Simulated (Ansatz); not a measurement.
CH$_{4}$AlF, SMILES `F[CH2][AlH2]`. The species carries charge 0 and has multiplicity 1.

Z-matrix (Å, degrees):
```
C
Al 1 1.981
F 1 1.398 2 112.4
H 1 1.099 2 111.6 3 121.1
H 1 1.099 2 111.6 3 -121.1
H 2 1.589 1 117.1 3 -179.9
H 2 1.583 1 121.0 3 0.1
```

Question: List the harmonic frequencies (cm⁻¹, unscaled) at PBE0-D4/def2-TZVP in Ansatz. (Estimate.)

Answer: Ansatz gave: 123, 200, 441, 479, 626, 694, 777, 1044, 1240, 1273, 1446, 1918, 1944, 3007, 3049.

Question: Is this a minimum?

Answer: Yes, all 15 modes are real.

Question: Give the ideal-gas thermochemistry at 298.15 K and 1 bar (rigid rotor, harmonic oscillator; point group Cs, symmetry number 1).

Answer: Zero-point energy 109.2 kJ/mol; H(298) − E = 124.9 kJ/mol; entropy 292.3 J/(mol·K), of which translation 160.3, rotation 99.2, vibration 32.8; G(298) − E = 37.7 kJ/mol.
